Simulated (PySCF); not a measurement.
dimethyl sulfide (C₂H₆S), SMILES CSC. Atoms are numbered in the order given.

```xyz
9

C      1.3786     0.0000     0.5123
S      0.0000     0.0000    -0.6595
C     -1.3786     0.0000     0.5123
H      1.3584    -0.8935     1.1392
H      2.2962     0.0000    -0.0763
H      1.3584     0.8935     1.1392
H     -1.3584    -0.8935     1.1392
H     -2.2962     0.0000    -0.0763
H     -1.3584     0.8935     1.1392
```

Coordinates come from a TPSSh-D3(BJ)/def2-TZVP optimisation.

Method: PBE/def2-TZVPD (PySCF).

Symmetry labels are those of the subgroup C2v that the program uses (full group C2v).

**Question.** List the valence orbital energies around the gap with their symmetry. (The exact figures need the calculation; the answer reports its results.)

**Answer.** 
```
orbital  symmetry  energy (eV)
-------  --------  -----------
HOMO−7         A1       -14.66
HOMO−6         A1       -10.80
HOMO−5         B2       -10.72
HOMO−4         B1       -10.41
HOMO−3         A2        -9.91
HOMO−2         B1        -8.86
HOMO−1         A1        -7.59
HOMO           B2        -5.07
LUMO           B1        -0.37
LUMO+1         A1        -0.25
LUMO+2         A1         0.32
LUMO+3         B2         0.67
```
